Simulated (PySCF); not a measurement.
**Bond length, frequency and bond energy of F₂⁻ by level of theory**

State: doublet, unpaired electrons σ ↑. Set-up: basis F aug-pcseg-1; no relativity; PySCF 2.14. De refers to F + F⁻ in their high-spin ground configurations, without counterpoise correction. The functionals are run spin-unrestricted.

```tsv
Level	Re (Å)	ωe (cm⁻¹)	De (eV)
UHF	1.912	487	n/a
UHF-MP2	1.922	485	1.19
UHF-SCS-MP2	1.922	485	1.01
UHF-CCSD	1.938	464	1.19
UHF-CCSD(T)	1.944	459	1.25
LDA	1.964	397	2.62
PBE	2.058	320	2.21
revPBE	2.101	284	2.07
r²SCAN	2.012	361	1.97
r²SCANh	1.988	386	1.80
PBE0	1.979	396	1.71
LC-ωPBE	1.943	445	1.58
```

The bond length runs from 1.912 Å (UHF) to 2.101 Å (revPBE). De spans 1.01 eV (UHF-SCS-MP2, perturbation theory) to 2.62 eV (LDA, local density).

Correlated steps freeze 2 core orbitals. Correlated levels converge slowly with the basis: in double zeta they bind strong bonds too weakly, by up to about 1 eV, and carry superposition errors of some tenths. The state is the lowest determinant that a PBE0 search found; another state may lie lower at other levels.
